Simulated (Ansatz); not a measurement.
The input, for Ansatz 0.2.0:

```yaml
crystal:
  periodic: [false, false, false]
  atoms:
    - {symbol: C, position_ang: [0.000000, 0.000000, 1.057693]}
    - {symbol: Al, position_ang: [0.000000, 0.000000, -0.799174]}
    - {symbol: O, position_ang: [0.000000, 0.000000, -2.396024]}
    - {symbol: H, position_ang: [0.000000, 0.000000, 2.137505]}
basis:
  gaussian: {orbitals: STO-3G}
total_charge: 1
magnetization: {spin_polarized: false, initial_magnetization: 3}
correlation: {method: ccsd, electrons: valence}
```

```sh
$ ansatz run in.yaml --threads 1 --pin off --events-out ev --progress --plain --max-ram 2393MiB
```

Log:

```
243 factors; integrals over basis functions are off by at most 4.9e-5 eV
mean field evaluation 1: about -9520.8812 eV, gradient 4.1e1 eV
mean field evaluation 2: about -9520.8934 eV, gradient 4.1e1 eV
mean field evaluation 4: about -9538.2495 eV, gradient 1.0e1 eV
mean field evaluation 8: about -9538.8057 eV, gradient 2.5e-1 eV
mean field evaluation 16: about -9411.3100 eV, gradient 1.2e2 eV
mean field evaluation 32: about -9536.8102 eV, gradient 3.0e-2 eV
mean field evaluation 64: about -9536.9858 eV, gradient 1.1e0 eV
mean field evaluation 96: about -9531.1358 eV, gradient 4.6e0 eV
mean field evaluation 128: about -9536.8169 eV, gradient 3.2e-3 eV
mean field evaluation 160: about -9530.3574 eV, gradient 7.6e-4 eV
mean field evaluation 192: about -9533.8669 eV, gradient 4.2e-4 eV
mean field evaluation 224: about -9533.8275 eV, gradient 5.0e-1 eV
mean field evaluation 256: about -9529.9210 eV, gradient 1.2e1 eV
mean field evaluation 288: about -9529.0128 eV, gradient 2.3e-4 eV
mean field evaluation 320: about -9530.9288 eV, gradient 2.6e-1 eV
mean field evaluation 352: about -9530.2171 eV, gradient 3.5e0 eV
mean field evaluation 384: about -9530.4664 eV, gradient 1.3e0 eV
mean field evaluation 416: about -9530.2659 eV, gradient 4.0e0 eV
mean field -9538.80335862 eV, -350.5445577963 hartree, gradient 7.2e-7 eV, S^2 3.750000; 6 other end points of the search recorded, 0 dependent functions left out
mean field evaluation 448: about -9539.1773 eV, gradient 1.2e-4 eV
determinant -9538.80335862 eV, -350.5445577963 hartree, with singles and doubles -9541.48091351 eV, -350.6429561233 hartree
determinant -9536.81688725 eV, -350.4715563197 hartree, with singles and doubles -9539.66432535 eV, -350.5761977398 hartree
7 core orbitals not correlated: weight in the atoms' cores, before any rotation towards them, 0.999 or more for the frozen orbitals, at most 0.000 for the correlated occupied ones
reference -9538.80335862 eV, -350.5445577963 hartree; 8, 5 occupied and 5, 8 virtual orbitals, 243 factors
second order -1.73376303 eV of doubles, -0.17207746 eV of singles
cycle   1  -2.67856555 eV  change   -1.0e-3 eV  update   1.6e-3
cycle   2  -2.67963508 eV  change   -1.1e-3 eV  update   1.2e-3
cycle   3  -2.68051012 eV  change   -8.8e-4 eV  update   6.9e-4
cycle   4  -2.68075607 eV  change   -2.5e-4 eV  update   2.5e-4
cycle   5  -2.68110158 eV  change   -3.5e-4 eV  update   9.8e-5
cycle   6  -2.68124142 eV  change   -1.4e-4 eV  update   5.0e-5
cycle   7  -2.68121917 eV  change    2.2e-5 eV  update   2.4e-5
cycle   8  -2.68119973 eV  change    1.9e-5 eV  update   9.2e-6
cycle   9  -2.68119628 eV  change    3.5e-6 eV  update   3.3e-6
Total energy: -9541.48455490 eV, -350.6430899422 hartree
```

Ran on 1 thread of AMD EPYC, shared host: 2.2 s wall, 0.17 GiB peak host memory.
